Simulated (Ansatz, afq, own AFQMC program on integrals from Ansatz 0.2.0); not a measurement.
AFQMC on a folder of integrals that Ansatz 0.2.0 wrote.

```yaml
crystal:
  periodic: [false, false, false]
  atoms:
    - {symbol: O, position_ang: [-2.279462, -0.009969, -0.000001]}
    - {symbol: H, position_ang: [-2.528771, 0.916606, -0.000001]}
    - {symbol: H, position_ang: [-1.019462, -0.009969, -0.000001]}
    - {symbol: Ge, position_ang: [0.510538, -0.009969, 0.000000]}
    - {symbol: H, position_ang: [0.979206, -1.475884, 0.000000]}
    - {symbol: H, position_ang: [0.979208, 0.722988, -1.269519]}
    - {symbol: H, position_ang: [0.979206, 0.722988, 1.269520]}
basis:
  gaussian: {orbitals: cc-pVDZ}
magnetization: {spin_polarized: true, initial_magnetization: 1}
correlation: {method: ccsd_t, electrons: outside_noble_gas, hamiltonian_folder: ham}
```

```sh
$ ansatz run in.yaml --threads 1 --pin off --events-out ev --progress --plain --max-ram 16896MiB --backend cuda --devices 0, --max-vram 18GiB
```

afq runs on the folder ham with

```
--method phaseless --trial cisd --walkers 4000 --populations 20 --least-time 60 --time-step 0.005 --steps-per-block 50 --equilibration-blocks 28 --max-blocks 4000 --target-error 0.00023 --factor-cut 1e-05 --start spin_pure --seed 6090 --release-times 0.24,0.51,0.99,1.5 --release-step 0.03 --release-every 4 --taylor-order 6
```

Times are imaginary, in 1/Eh. The walk had a cap of 123 s. With eight or more populations the least sampling time is a fifth of least-time, and the error comes from their spread. Filled inner d shells are frozen with the cores.

afq prints:

```
orbitals 51  electrons 8 7  factors 412 of 671
reference energy -2152.99929923 Eh
CCSD correlation -0.33414468 Eh in 13 cycles, weight of the determinant in the CISD state 0.8663
energy of the start -2153.332018 Eh
 block  time / (1/Eh)  mean weight  energy / Eh
     1     0.250  0.9999  -2153.327061
     2     0.500  1.0001  -2153.330938
     3     0.750  1.0005  -2153.334355
     4     1.000  0.9999  -2153.336682
     5     1.250  0.9999  -2153.338144
    12     3.000  1.0000  -2153.341126
    19     4.750  1.0001  -2153.340882
    26     6.500  1.0000  -2153.341313
    33     8.250  0.9998  -2153.341583
    40    10.000  1.0002  -2153.341779
    47    11.750  1.0005  -2153.341864
    54    13.500  1.0001  -2153.343229
    56    14.000  1.0003  -2153.340217
    61    15.250  1.0005  -2153.341463
    68    17.000  1.0001  -2153.341308
    75    18.750  1.0001  -2153.340423
    78    19.500  1.0000  -2153.341645
error from the spread of 20 populations
released: time / (1/Eh)  energy / Eh  error  mean overlap
  0.24  -2153.341620  0.000129  0.9985
  0.51  -2153.341804  0.000138  0.9927
  0.99  -2153.341492  0.000124  0.9913
  1.50  -2153.341543  0.000175  0.9864
energy -2153.341322 +/- 0.000130 Eh
(rows thinned)
```

The run passed its tests (sampling time, drift between the halves within three errors, error under three times the target), which doesn't prove that it has relaxed.

Against this walk (error 3.5 meV) on the same determinant: CCSD(T) 32.9 meV higher, CCSDT(Q) 11.2 meV lower. The error is statistical and leaves out the bias of the constraint. Released to 1.50 1/Eh the energy moves by -6 ± 6 meV (both errors), within twice the noise.

Cautions: constraint bias not in the error; no relativity below Rb; no spin-orbit coupling; inner d shell frozen.

The walk took 67 s on 1 × NVIDIA H100 80GB HBM3 with 2 threads of AMD EPYC 7R13 Processor (Zen 3) (shared host) (the card was shared). The log's last line is the phaseless energy.

CCSDT and higher add their correlation energy to the determinant of the CCSD(T) run, since their own runs factorise the integrals more tightly (a shift of under 2 meV). A walk keeps the symmetry of its determinant, which the program's search chose and which needn't be the lowest solution, so a lower state of the same spin and another symmetry isn't excluded.
